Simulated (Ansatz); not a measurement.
Born–Oppenheimer molecular dynamics of CH₆NSi (9 atoms, charge 0, multiplicity 2). It starts from a relaxed structure.

Method: UKS PBE-D4/STO-3G (Ansatz 0.2.0).

```
ensemble                      : NVE (velocity Verlet)
time step                     : 0.5 fs
steps asked                   : 266
starting velocities drawn for : 1000 K
seed                          : 43446
```

First frame:

```xyz
9
Properties=species:S:1:pos:R:3
C -0.609 0.901 -0.828
N -0.659 0.547 0.662
Si 0.552 -0.847 0.895
H 0.404 1.244 -1.143
H -1.327 1.726 -1.028
H -0.886 0.039 -1.477
H 1.898 -0.436 0.508
H 0.171 -2.005 0.091
H 0.545 -1.214 2.302
```

How far do the bonds stretch over the last three quarters of this one trajectory? (Pairs bonded in most of those frames.)


| bond | mean (Å) | spread (Å) | shortest | longest |
| --- | --- | --- | --- | --- |
| C1–N2 | 1.539 | 0.049 | 1.45 | 1.63 |
| C1–H4 | 1.119 | 0.026 | 1.07 | 1.16 |
| C1–H5 | 1.115 | 0.024 | 1.07 | 1.15 |
| C1–H6 | 1.118 | 0.020 | 1.08 | 1.15 |
| N2–Si3 | 1.861 | 0.050 | 1.77 | 1.94 |
| Si3–H7 | 1.469 | 0.035 | 1.42 | 1.53 |
| Si3–H8 | 1.462 | 0.027 | 1.42 | 1.51 |
| Si3–H9 | 1.464 | 0.022 | 1.42 | 1.51 |

Mean temperature of the second half: 536 K. The conserved energy stayed within 0.34 meV per atom of its start (net change 0.22 meV per atom), so the integration is sound. The temperature averaged 0.54 of the 1000 K drawn at the start: a run that starts near a minimum puts about half its kinetic energy into the potential. A run of 0.13 ps of so small a system gives no equilibrium averages. Limits of this set-up: minimal basis.

Run time: 5.6 min on 1 thread of Intel(R) Xeon(R) 6975P-C (Granite Rapids), with other jobs on the host, peak memory 0.11 GiB.
